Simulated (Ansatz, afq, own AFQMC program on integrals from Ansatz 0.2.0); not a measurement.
AFQMC, coupled cluster and functionals along a coordinate of GeH$_{3}$, doublet

```
atom    x (Å)    y (Å)    z (Å)
  Ge   0.0000   0.0000  -0.0187
   H   1.4650   0.0169   0.4526
   H  -0.7483   1.2611   0.4484
   H  -0.7191  -1.2778   0.4488
```

All coordinates are scaled about the centre. Energies in mEh count from this geometry (1.000) at the same level; the start stands on UHF, each point on the determinant named.

Basis 6-31G. Noble-gas cores (and the filled d shells of Ga–Kr and In–Xe) are frozen. Ansatz 0.2.0 and our own AFQMC program on the same integrals; the CISD trial comes from CCSD amplitudes, and released means the phaseless constraint is let go. Error bars are statistical, one sigma. No spin–orbit coupling.

Cautions, each for one point or more: cluster runs in doubt by the program's own checks; inner d shell frozen; no relativity below Rb; no spin-orbit coupling; strong correlation; the ph-AFQMC/CISD walk drifts between its halves; unrestricted determinant spin contaminated.

```tsv
scale of all distances	det.	T1	weight	⟨S²⟩	wB97M-V	B2PLYP	CCSD(T)
0.863	UHF	0.008	0.96	0.75	53.0	57.0	64.6
1.124	UHF	0.011	0.93	0.75	24.6	21.7	16.5
1.282	UHF	0.032	0.88	0.79	90.2	83.6	72.4
1.483	UHF	0.119	0.66	1.50	178.3	166.8§	146.3
1.721	UHF	0.116	0.61	2.15	253.2§	234.7§	207.6
```

(1) Estimate the curve of full CI, counted from the same start.

Results:

(1) 
| scale of all distances | det. | T1 | weight | ⟨S²⟩ | FCI | ph-AFQMC/CISD | released AFQMC |
| --- | --- | --- | --- | --- | --- | --- | --- |
| 0.863 | UHF | 0.008 | 0.96 | 0.75 | 64.7 | 64.7 ± 0.03 | 64.7 ± 0.01 |
| 1.124 | UHF | 0.011 | 0.93 | 0.75 | 16.3 | 16.3 ± 0.06 | 16.3 ± 0.02 |
| 1.282 | UHF | 0.032 | 0.88 | 0.79 | 71.4 | 71.9 ± 0.1 | – |
| 1.483 | UHF | 0.119 | 0.66 | 1.50 | 142.9 | 145.9 ± 0.1 | – |
| 1.721 | UHF | 0.116 | 0.61 | 2.15 | 203.1 | 207.2 ± 0.1 | – |

Weight is that of the determinant in the CISD state; at the start T1 is 0.009 and the weight 0.95, and ⟨S²⟩ is 0.75. A dash marks a missing value, a released energy that hasn't settled or a functional that sits on another state. § marks a functional whose ⟨S²⟩ is too high by over 0.1. Largest departures from full CI: CCSD(T) 4.6 mEh at 1.721 (on UHF), ph-AFQMC/CISD 4.2 mEh at 1.721 (on UHF), released AFQMC 0.0 mEh at 1.124 (on UHF) (within the noise), wB97M-V 35.4 mEh at 1.483, B2PLYP 12.2 mEh at 1.282. Functionals count only at points shown to share the start's state and spin. In this small basis the wave-function levels are far from their limit, so their gap to the functionals isn't the functionals' error.

A walk keeps the symmetry of its determinant, which the program's search chose and which needn't be the lowest solution, so a lower state of the same spin and another symmetry isn't excluded. Released energies are given only where the last usable release times agree within the noise; a slower fall can still hide under it.
